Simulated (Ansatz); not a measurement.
H₂S₂, SMILES SS, a ladder of basis sets

Computed with Ansatz's Python interface.

Run as a notebook:

```python
import ansatz as az

geometry_ang = [
    ('S', (0.8486, -0.8313, 0.1849)),
    ('S', (0.0726, 1.1242, 0.0275)),
    ('H', (-0.2432, -1.3571, 0.8312)),
    ('H', (-0.6225, 1.0039, -1.0639)),
]
geometry = az.Crystal.molecule()
for symbol, xyz in geometry_ang:
    geometry = geometry.atom(symbol, xyz)
```

```python
base = geometry.calculation().functional('pbe0')
```

```python
energies = {}
for basis in ['cc-pVDZ', 'cc-pVTZ']:
    report = base.basis(gaussian=basis).run(threads=1, pin='off').report
    size = report['n_frozen'] + report['n_occupied'][0] + report['n_virtual'][0]
    energies[basis] = (report['reference_energy_ev'] / 27.211386246, report['free_energy_ev'] / 27.211386246)
    print(f'{basis:14s} {size:4d} orbitals  reference {energies[basis][0]:14.6f} Ha  total {energies[basis][1]:14.6f} Ha')
```

    cc-pVDZ          46 orbitals  reference    -797.301785 Ha  total    -797.301785 Ha
    cc-pVTZ          96 orbitals  reference    -797.338374 Ha  total    -797.338374 Ha

```python
last = energies['cc-pVTZ'][1]
for basis, (_, total) in energies.items():
    print(f'{basis:14s} lies {27.211386 * (total - last):9.4f} eV above cc-pVTZ')
```

    cc-pVDZ        lies    0.9956 eV above cc-pVTZ
    cc-pVTZ        lies    0.0000 eV above cc-pVTZ

Against cc-pVDZ: cc-pVTZ -36.6 mHa. The last step alone is -36.59 mHa. From the first set to the last the time grows from 0.9 to 1.1 s.

What to keep in mind:
- The drop along the ladder measures the basis error, and is no property of the molecule.
- The geometry is a force-field or estimated start, not a minimum of this method, and the last set is no limit. Much of the fall in a total is atomic energy, which cancels in bond and reaction energies.
- For Al to Cl the sets with a tight d function, cc-pV(X+d)Z, are usual.
- Finished in 2.5 s on 1 thread of Arm Neoverse V1, on a shared host, peak memory 0.2 GiB.
